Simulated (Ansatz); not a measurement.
HNO, SMILES N=O, a rigid scan of one bond angle

Computed with Ansatz's Python interface.

The cells in order, each with its output:

```python
import ansatz
from ase import Atoms

BASIS = 'cc-pVDZ'
FUNCTIONAL = 'r2scan'
FORCE_TOL = 0.02
```

```python
atoms = Atoms(['N', 'O', 'H'], positions=[
    (-0.0825, 0.4217, 0.0),
    (0.9719, -0.2213, 0.0),
    (-0.8894, -0.2003, 0.0),
])

# relax first, so that the scan starts from a minimum
first = (
    ansatz.Crystal.molecule_from_ase(atoms).calculation()
    .basis(gaussian=BASIS)
    .functional(FUNCTIONAL)
    .relax(force_tolerance=FORCE_TOL, max_steps=80)
)
atoms.positions = first.run(threads=1, backend='cpu').report['positions_ang']
```

```python
rows = []
for angle in [85, 95, 105, 115, 125, 140, 160]:
    bent = atoms.copy()
    bent.set_angle(2, 0, 1, angle, indices=[1])
    calc = (
        ansatz.Crystal.molecule_from_ase(bent).calculation()
        .basis(gaussian=BASIS)
        .functional(FUNCTIONAL)
    )
    rows.append((angle, calc.run(threads=1, backend='cpu').report['free_energy_ev']))
floor = min(e for _, e in rows)
for angle, e in rows:
    print(f'angle H2-N0-O1 = {angle:3d} deg   {1000 * (e - floor):9.1f} meV')
```

    angle H2-N0-O1 =  85 deg       824.8 meV
    angle H2-N0-O1 =  95 deg       247.3 meV
    angle H2-N0-O1 = 105 deg         0.0 meV
    angle H2-N0-O1 = 115 deg        46.7 meV
    angle H2-N0-O1 = 125 deg       340.5 meV
    angle H2-N0-O1 = 140 deg      1132.8 meV
    angle H2-N0-O1 = 160 deg      2469.9 meV

What to keep in mind:
- These settings explore the input space; basis and method may be short of convergence.
- The scan is rigid, and the energies are electronic, in a modest basis. The zero is the lowest point of the grid, which needn't be the minimum.
- Hardware and time: 20 s on 1 thread of Arm Neoverse N1, with other jobs on the host, peak memory 0.18 GiB.
